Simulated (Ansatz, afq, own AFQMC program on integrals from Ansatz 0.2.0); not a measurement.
**AlBH, doublet in 6-31G, levels against full CI**

```xyz
3

B     0.0000   -0.1388    1.5159
Al    0.0000    0.0968   -0.5473
H     0.0000   -1.1027   -1.6081
```

Connectivity, by distances: B–AlH.

Basis 6-31G. Only valence electrons are correlated. AFQMC by an in-house program on the Cholesky factors that Ansatz 0.2.0 writes for its CCSD(T) run. The CISD trial takes its coefficients from CCSD amplitudes. Released means that phaseless walkers are propagated on without the constraint, phases kept. Uncertainties: one standard error, sampling alone.

Determinant: UHF, the one that the program's search chose, which needn't be the lowest solution. The geometry is a PBE0/def2-TZVP stationary point of this or a neighbouring charge and spin state.

Full CI on the same integrals is exact in this basis and with this determinant's frozen core.

Cautions: strong correlation (T1 0.072, weight of the determinant 0.82, largest double 0.12); unrestricted determinant spin contaminated (⟨S²⟩ 1.66 against 0.75); the next higher spin lies close (full CI puts it 48 meV above).

* T1 diagnostic: 0.0722
* weight of the determinant in the CISD state: 0.818
* ⟨S²⟩ of the determinant: 1.663
* size of the correlated space: 7 electrons in 18 orbitals

Reference: full CI, correlation energy -2.263 eV. The released energy is read at 2.40 1/Eh (meV from the phaseless value at times in 1/Eh: -6 ± 9 at 0.24, -20 ± 9 at 0.51, -23 ± 8 at 0.99, -23 ± 9 at 1.62, -18 ± 9 at 2.40). The cautions show a poor starting determinant, so the rows tell how each method copes with it here, and full CI is the sure value.

```csv
level,E − E(reference) (kJ/mol),share of correlation (%)
HF,218.3,0.00
MP2,95.4,56.32
CCSD,17.6,91.95
CCSD(T),9.4,95.68
CCSDT,1.7,99.21
CCSDT(Q),0.6,99.75
CCSDTQ,0.1,99.94
ph-AFQMC/HF,2.4 ± 1.8,98.89
ph-AFQMC/CISD,1.8 ± 0.6,99.20
released AFQMC,0.0 ± 0.9,100.00
```

CCSDT and higher add their correlation energy to the determinant of the CCSD(T) run, since their own runs factorise the integrals more tightly (a shift of under 2 meV). A walk keeps the symmetry of its determinant, which the program's search chose and which needn't be the lowest solution, so a lower state of the same spin and another symmetry isn't excluded. Released energies are given only where the last usable release times agree within the noise; a slower fall can still hide under it.
